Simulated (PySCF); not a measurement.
Nuclear quadrupole coupling in [S2]2-

Compound: [S2]2- (charge -2).
Geometry (PBE0-D3(BJ)/def2-SVP, Å), atoms numbered from 1 in this order:
```
atom  x, y, z in Å
S1     0.7675   -0.6510   -0.4764
S2    -0.7675    0.6510    0.4764
```

Field gradients from the PBE0/pcSseg-1 density (PySCF, non-relativistic), principal values in atomic units, ordered |Vxx| ≤ |Vyy| ≤ |Vzz|:

```
atom      Vxx      Vyy     Vzz
  S1  -1.6843  -1.6846  3.3689
  S2  -1.6843  -1.6846  3.3689
```

Problem. Find the asymmetry η = (Vxx − Vyy)/Vzz and the couplings χ = eQV/h (234.96 MHz × Q in barn × V in au), with Q(33S) = −0.0678 b.

Solution. 
```
atom         environment  nucleus     η  χzz (MHz)  χxx (MHz)  χyy (MHz)
  S1  sulfur bonded to S      33S  0.00     -53.67      26.83      26.84
  S2  sulfur bonded to S      33S  0.00     -53.67      26.83      26.84
```

The gradient is axial or nearly so (η below 0.05) at S1 and S2. The tensor is traceless: Vxx + Vyy + Vzz = 0.

Problem. What is Vzz at S1 in SI units (1 au = 9.71736 × 10²¹ V/m²)?

Solution. 3.3689 au = 32.737 × 10²¹ V/m².

Whether so highly charged an anion holds all its electrons in the gas phase wasn't checked; a finite basis holds them in any case. The ion is multiply charged and computed without counter-ions or solvent. The pcSseg-1 basis has no diffuse functions, a weakness for an anion. The HOMO energy is positive at this level (+6.98 eV), so the outermost electrons may be held by the finite basis alone. The small basis limits the accuracy of the gradients.

The run behind these numbers computed NMR shieldings as well. The run took 0.9 s on an x86-64 server with one thread (shared host).
